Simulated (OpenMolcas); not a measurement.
**One shape, several levels: quartet AlO**

Wanted: a comparison of 6 runs (UHF/def2-TZVPPD, UB3LYP/6-31G*, UM06-2X/def2-TZVPPD, UPBE/def2-TZVPPD, USVWN5/def2-TZVPPD, UTPSS/def2-TZVPPD) of quartet AlO. 

The results are computed with OpenMolcas 26.06.

## 1. The structure to begin with

AlO: 2 atoms, total charge 0, spin state quartet. As SMILES of the parent species, `[O]=[Al]`. The coordinates come from a PBE0-D4/def2-TZVP relaxation. That shape belongs to the parent species and isn't relaxed for this state.

Bond lengths: O1–Al2 1.620 Å.

## 2. A single-point energy at UHF/def2-TZVPPD (run 1)

File mol.inp:

```
* AlO Hartree-Fock
&GATEWAY
BasLib
$CurrDir
Coord
2
angstrom
O        0.000000       0.000000      -0.024920
Al       0.000000       0.000000       1.594970
Basis
def2-TZVPPD
Group
NoSym
&SEWARD
&SCF
UHF
Spin
4
Thresholds
1e-10 1e-07 1e-07 1e-05
PrOrbitals
1 2
```

The basis set def2-TZVPPD is read from a file made from the Basis Set Exchange's data (not shown).

On the command line:

```console
$ export MOLCAS_MEM=1860
$ pymolcas mol.inp > mol.log
```

The log of the run:

```text
--- Start Module: gateway ---
[...]
--- Stop Module: gateway /rc=_RC_ALL_IS_WELL_ ---
--- Start Module: seward ---
[...]
      Basis functions           88
--- Stop Module: seward /rc=_RC_ALL_IS_WELL_ ---
--- Start Module: scf ---
[...]
       Convergence after  29 Iterations
[...]
::    Total SCF energy                               -316.7152907334
[...]
      Total spin, S                                     1.5018733484
[...]
      Total electronic charge=   21.000000
      Total            charge=   -0.000000
[...]
      Dipole Moment (debye):
      Origin of the operator (angstrom)=    0.0000    0.0000    0.9921
                   X= -1.6848E-15               Y= -2.4438E-15               Z=  1.3388E+00           Total=  1.3388E+00
      Quadrupole Moment (debye*angstrom):
[...]
--- Stop Module: scf /rc=_RC_ALL_IS_WELL_ ---
[...]
```

Run time: 5.1 s. Hardware: 1 thread of Intel Xeon 6975P-C (Granite Rapids), shared host; peak memory 0.48 GiB.

## 3. The energy at UB3LYP/6-31G(d) (spherical functions) (run 2)

File test.input:

```
&gateway
  baslib = $CurrDir
  coord
  2
  angstrom
  O        0.000000       0.000000      -0.024920
  Al       0.000000       0.000000       1.594970
  basis = 6-31Gs
  group = NoSym

&seward
  gridinput
  Grid=UltraFine
  End of Grid

&scf
  uhf
  spin = 4
  ksdft = B3LYP
  thresholds = 1e-10 1e-07 1e-07 1e-05
  prorbitals = 1 2
```

The basis set 6-31G* is read from a file made from the Basis Set Exchange's data (not shown).

On the command line:

```console
$ export MOLCAS_MEM=1860
$ pymolcas test.input > test.log
```

The log of the run:

```text
--- Start Module: gateway ---
[...]
--- Stop Module: gateway /rc=_RC_ALL_IS_WELL_ ---
--- Start Module: seward ---
[...]
      Basis functions           32
--- Stop Module: seward /rc=_RC_ALL_IS_WELL_ ---
--- Start Module: scf ---
[...]
       Convergence after  25 Iterations
[...]
::    Total KS-DFT energy                            -317.4643582286
[...]
      Total spin, S                                     1.5007216325
[...]
      Total electronic charge=   21.000000
      Total            charge=   -0.000000
[...]
      Dipole Moment (debye):
      Origin of the operator (angstrom)=    0.0000    0.0000    0.9921
                   X=  3.7601E-16               Y=  1.6507E-16               Z=  1.5114E+00           Total=  1.5114E+00
      Quadrupole Moment (debye*angstrom):
[...]
--- Stop Module: scf /rc=_RC_ALL_IS_WELL_ ---
[...]
```

Wall time 5.4 s (1 thread of Intel Xeon 6975P-C (Granite Rapids), shared host); peak memory 0.37 GiB.

Runs 3 to 4 aren't shown in full; the table further down has their settings and results.

## 4. The energy at USVWN5/def2-TZVPPD (run 5)

File mol.inp:

```
&GATEWAY
  BasLib
  $CurrDir
  Coord
  2
  angstrom
  O        0.000000       0.000000      -0.024920
  Al       0.000000       0.000000       1.594970
  Basis
  def2-TZVPPD
  Group
  NoSym

&SEWARD
  GridInput
  Grid=UltraFine
  End of Grid

&SCF
  UHF
  Spin
  4
  KSDFT
  SVWN5
  Thresholds
  1e-10 1e-07 1e-07 1e-05
  PrOrbitals
  1 1
```

The basis set def2-TZVPPD is read from a file made from the Basis Set Exchange's data (not shown).

On the command line:

```console
$ export MOLCAS_MEM=1860
$ pymolcas mol.inp > mol.log
```

The log of the run:

```text
--- Start Module: gateway ---
[...]
--- Stop Module: gateway /rc=_RC_ALL_IS_WELL_ ---
--- Start Module: seward ---
[...]
      Basis functions           88
--- Stop Module: seward /rc=_RC_ALL_IS_WELL_ ---
--- Start Module: scf ---
[...]
       Convergence after  27 Iterations
[...]
::    Total KS-DFT energy                            -315.9167471462
[...]
      Total spin, S                                     1.5005215103
[...]
      Total electronic charge=   21.000000
      Total            charge=   -0.000000
[...]
      Dipole Moment (debye):
      Origin of the operator (angstrom)=    0.0000    0.0000    0.9921
                   X= -2.9140E-15               Y= -2.3603E-15               Z=  9.5521E-01           Total=  9.5521E-01
      Quadrupole Moment (debye*angstrom):
[...]
--- Stop Module: scf /rc=_RC_ALL_IS_WELL_ ---
[...]
```

It took 11 s on 1 thread of Intel Xeon 6975P-C (Granite Rapids), shared host; peak memory 0.48 GiB.

## 5. The energy at UTPSS/def2-TZVPPD (run 6)

File geom.xyz:

```xyz
2

O      0.000000     0.000000    -0.024920
Al     0.000000     0.000000     1.594970
```

File calc.input:

```
* AlO Kohn-Sham DFT

&GATEWAY
  BasLib=$CurrDir
  Coord=geom.xyz
  Basis=def2-TZVPPD
  Group=NoSym

&SEWARD
  GridInput
  Grid=UltraFine
  End of Grid

&SCF
  UHF
  Spin=4
  KSDFT=2
  1.0 MGGA_X_TPSS
  1.0 MGGA_C_TPSS
  Thresholds=1e-10 1e-07 1e-07 1e-05
  PrOrbitals=1 1
```

The basis set def2-TZVPPD is read from a file made from the Basis Set Exchange's data (not shown).

On the command line:

```console
$ export MOLCAS_MEM=1860
$ pymolcas calc.input > calc.log
```

The log of the run:

```text
--- Start Module: gateway ---
[...]
--- Stop Module: gateway /rc=_RC_ALL_IS_WELL_ ---
--- Start Module: seward ---
[...]
      Basis functions           88
--- Stop Module: seward /rc=_RC_ALL_IS_WELL_ ---
--- Start Module: scf ---
[...]
       Convergence after  26 Iterations
[...]
::    Total KS-DFT energy                            -317.5404818794
[...]
      Total spin, S                                     1.5007020206
[...]
      Total electronic charge=   21.000000
      Total            charge=   -0.000000
[...]
      Dipole Moment (debye):
      Origin of the operator (angstrom)=    0.0000    0.0000    0.9921
                   X=  2.9615E-15               Y= -8.3667E-16               Z=  8.7519E-01           Total=  8.7519E-01
      Quadrupole Moment (debye*angstrom):
[...]
--- Stop Module: scf /rc=_RC_ALL_IS_WELL_ ---
[...]
```

Wall time 27 s (1 thread of Intel Xeon 6975P-C (Granite Rapids), shared host); peak memory 0.48 GiB.

## 6. Overview of the runs

```csv
run,level,integration grid,energy (Eh),dipole moment (D),HOMO energy (eV),⟨S²⟩,wall time
1,UHF/def2-TZVPPD,–,-316.715291,1.34,-6.48,3.757,5.1 s
2,UB3LYP/6-31G* (spherical functions),UltraFine,-317.464358,1.51,-3.62,3.753,5.4 s
3,UM06-2X/def2-TZVPPD,UltraFine,-317.462027,1.12,-4.53,3.754,32 s
4,UPBE/def2-TZVPPD,UltraFine,-317.297039,0.89,-3.15,3.753,19 s
5,USVWN5/def2-TZVPPD,UltraFine,-315.916747,0.96,-3.11,3.752,11 s
6,UTPSS/def2-TZVPPD,UltraFine,-317.540482,0.88,-3.20,3.753,27 s
```

## 7. What came out

```
                                 quantity          value
                      run 6: total energy  -317.54048 Eh
                     run 6: dipole moment         0.88 D
run 6: HOMO energy (highest over α and β)       -3.20 eV
                              run 6: ⟨S²⟩          3.753
```

The dipole moment (its size) runs from 0.88 D (UTPSS/def2-TZVPPD) to 1.51 D (UB3LYP/6-31G*). The two ends differ in method and basis. Totals of different functionals can't be ranked against each other. All runs together took 98 s, the longest 32 s.
